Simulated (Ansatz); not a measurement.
# AlBH4S: ladder of basis sets in Python

Wanted for AlBH4S: a ladder of basis sets.

All numbers are computed with the Python package of Ansatz 0.2.0. The levels of theory stand in the script.

## 1. Starting point

Bond lengths: B1–S2 1.852 Å, S2–Al3 2.240 Å, B1–H4 1.123 Å, B1–H5 1.208 Å, Al3–H6 1.591 Å, Al3–H7 1.629 Å. Angles: B1–S2–Al3 89.9°, S2–B1–H4 120.2°, S2–B1–H5 119.2°, H4–B1–H5 120.2°, S2–Al3–H6 121.0°, S2–Al3–H7 121.1°, H6–Al3–H7 117.9°.

No structure file is read: the coordinates are typed or built in the script.

## 2. The script

The input, albh4s.py:

```python
'''Basis-set convergence for AlBH4S.'''

import ansatz as az
from ase import Atoms

atoms = Atoms(['B', 'S', 'Al', 'H', 'H', 'H', 'H'], positions=[
    (-1.3825, 0.2425, -0.4571),
    (0.1818, 0.6664, -1.3536),
    (1.3778, -0.2304, 0.3147),
    (-1.9018, -0.7333, -0.6577),
    (-1.8998, 1.0727, 0.2519),
    (1.7792, -1.7696, 0.3009),
    (1.9065, 0.6837, 1.5554),
])
system = az.Crystal.molecule_from_ase(atoms)

setup = system.calculation().correlation('mp2')

energies = {}
for basis in ['cc-pVDZ', 'cc-pVTZ']:
    r = setup.basis(gaussian=basis).run().report
    size = r['n_frozen'] + r['n_occupied'][0] + r['n_virtual'][0]
    energies[basis] = (r['reference_energy_ev'] / 27.211386246, r['free_energy_ev'] / 27.211386246)
    print(f'{basis:14s} {size:4d} orbitals  reference {energies[basis][0]:14.6f} Ha  total {energies[basis][1]:14.6f} Ha')

# correlation energy at the basis limit from E(X) = E + A / X^3
small, large = (energies[b][1] - energies[b][0] for b in ('cc-pVDZ', 'cc-pVTZ'))
limit = (3 ** 3 * large - 2 ** 3 * small) / (3 ** 3 - 2 ** 3)
print(f'correlation energy: {small:.6f} and {large:.6f} Ha, extrapolated {limit:.6f} Ha')
print(f'share caught by the larger set: {100 * large / limit:.1f} %')
```

## 3. The input behind the calls

The package turns the script's settings into the engine's input (first run):

```yaml
crystal:
  periodic: [false, false, false]
  atoms:
    - { symbol: B, position_ang: [-1.3825, 0.2425, -0.4571] }
    - { symbol: S, position_ang: [0.1818, 0.6664, -1.3536] }
    - { symbol: Al, position_ang: [1.3778, -0.2304, 0.3147] }
    - { symbol: H, position_ang: [-1.9018, -0.7333, -0.6577] }
    - { symbol: H, position_ang: [-1.8998, 1.0727, 0.2519] }
    - { symbol: H, position_ang: [1.7792, -1.7696, 0.3009] }
    - { symbol: H, position_ang: [1.9065, 0.6837, 1.5554] }
basis:
  gaussian:
    orbitals: cc-pVDZ
correlation:
  method: mp2
```

## 4. The run

On the command line:

```sh
> python albh4s.py
```

Standard output:

```text
cc-pVDZ          70 orbitals  reference    -666.474827 Ha  total    -666.757407 Ha
cc-pVTZ         154 orbitals  reference    -666.510970 Ha  total    -666.869213 Ha
correlation energy: -0.282580 and -0.358242 Ha, extrapolated -0.390100 Ha
share caught by the larger set: 91.8 %
```

It took 5.6 s on 1 thread of Arm Neoverse N1, shared host; peak memory 0.32 GiB.

## 5. What changed from run to run

The engine's inputs for the other runs:

Run 2, against run 1:

```diff
@@ -13 +13 @@
-    orbitals: cc-pVDZ
+    orbitals: cc-pVTZ
```

Lines on the test bed's own set-up are left out of the output.

## 6. Run by run

One row for each of the 2 runs:

```
run    basis  energy (eV)  iterations in all  CPU time (s)
  1  cc-pVDZ  -18143.3933                 11             1
  2  cc-pVTZ  -18146.4357                 14           3.9
```

Correlation energies (total less mean field):

```
  basis  correlation (eV)  share of the last  miss against the last (eV)  CPU time (s)
cc-pVDZ            -7.689             78.9 %                      +2.059             1
cc-pVTZ            -9.748            100.0 %                      +0.000           3.9
```

## 7. Summary of results

| quantity | value |
| --- | --- |
| extrapolated correlation energy | -0.390100 Ha |
| runs compared | 2 |
| correlation energy, last run | -9.748 eV |

What this shows: Against cc-pVDZ: cc-pVTZ -111.8 mHa. The last step alone is -111.81 mHa. From the first set to the last the time grows from 1.0 to 3.9 s. The drop along the ladder measures the basis error, and is no property of the molecule. The geometry is a force-field or estimated start, not a minimum of this method, and the last set is no limit. Much of the fall in a total is atomic energy, which cancels in bond and reaction energies. Inner cores stay frozen, so this is valence correlation. For Al to Cl the sets with a tight d function, cc-pV(X+d)Z, are usual. An extrapolation from small basis sets is rough.
